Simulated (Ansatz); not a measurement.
Input for Ansatz (development build ahead of 0.2.0):

```yaml
crystal:
  periodic: [false, false, false]
  atoms:
    - { symbol: Si, position_ang: [0.0, 0.0, 0.0] }
    - { symbol: P, position_ang: [1.07344, 1.43125, 3.09875] }
basis:
  gaussian: { orbitals: STO-3G }
total_charge: -1
hamiltonian:
  xc: hf
correlation:
  method: fci
  frozen_orbitals: { P: 5, Si: 5 }
```

The input is written out in the form of the current development build from the run's settings.

Results

```
Converged    : yes
Total energy : -622.09794 hartree
State        : lowest singlet root, of any spatial symmetry
```

Caution: no diffuse functions for an anion.
